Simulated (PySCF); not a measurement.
Computed NMR parameters against published values

Geometry:
```tsv
atom	x (Å)	y (Å)	z (Å)
O1	1.830	0.079	-1.185
C2	1.331	0.706	-0.310
F3	1.949	1.780	0.200
C4	0.037	0.460	0.351
C5	-0.375	-0.986	0.521
C6	-1.055	-0.154	-0.497
H7	-0.238	1.176	1.128
H8	-0.904	-1.236	1.444
H9	0.341	-1.735	0.173
H10	-2.074	0.193	-0.309
H11	-0.803	-0.327	-1.546
```

The experiment to reproduce: δ $^{1}$H H7 1.66 ppm (measured; solution, not stated per compound (mostly CDCl3 or CCl4); Pretsch, Buehlmann, Badertscher, Structure Determination of Organic Compounds, 4th ed. (2009)). Coupling constants: $^{3}J$(H7,H8) (cis) 8.0 Hz, $^{3}J$(H7,H9) (trans) 4.6 Hz, $^{2}J$(H8,H9) -4.5 Hz.

- NMR shieldings at B3LYP/pcSseg-2/GIAO
- J couplings at B3LYP/pcJ-1 (spin–dipole term only in couplings to heteroatoms)
- coordinates at the PBE0-D3(BJ)/def2-SVP level
- code: PySCF 2.14
- relativity neglected, averaged over atoms made equivalent by symmetry, fast rotation or ring inversion, a single conformation, in vacuum

Question: What does the calculation give, and how does it compare?

Answer: 
Reference values: measured (solution, not stated per compound (mostly CDCl3 or CCl4); Pretsch, Buehlmann, Badertscher, Structure Determination of Organic Compounds, 4th ed. (2009)).
```
atoms   quantity  reference  computed  computed, scaled
   H7  δ $^{1}$H       1.66      1.53              1.54
```

Computed shifts are σ(ref) − σ with the named reference compound (TMS for H and C) calculated as an isolated molecule at the same level. The measured values may be among those fitted. Empirical linear scaling, fitted to shifts measured mostly in CDCl3 for H and C (δ vs TMS): $^{1}$H (scatter 0.18 ppm rms). Occasional misses reach two or three times the rms, and more in compound classes unlike the fitted ones.

Coupling constants in Hz:
| coupling | reference | computed | source |
| --- | --- | --- | --- |
| $^{3}J$(H7,H8) cis | 8.0 | 9.1 | measured; solution (compiled); Pretsch, Buehlmann, Badertscher, Structure Determination of Organic Compounds, 4th ed., Springer 2009 |
| $^{3}J$(H7,H9) trans | 4.6 | 5.1 | measured; solution (compiled); Pretsch, Buehlmann, Badertscher, Structure Determination of Organic Compounds, 4th ed., Springer 2009 |
| $^{2}J$(H8,H9) | -4.5 | -4.5 | measured; solution (compiled); Pretsch, Buehlmann, Badertscher, Structure Determination of Organic Compounds, 4th ed., Springer 2009 |

4 of the 9 published NMR values on file for this molecule are compared.

Unscaled 3J(H,H) at this level run about 10 % above measured values. Vicinal couplings across rotatable single bonds and in flexible rings belong to the one computed conformer; a conformer average would change them.
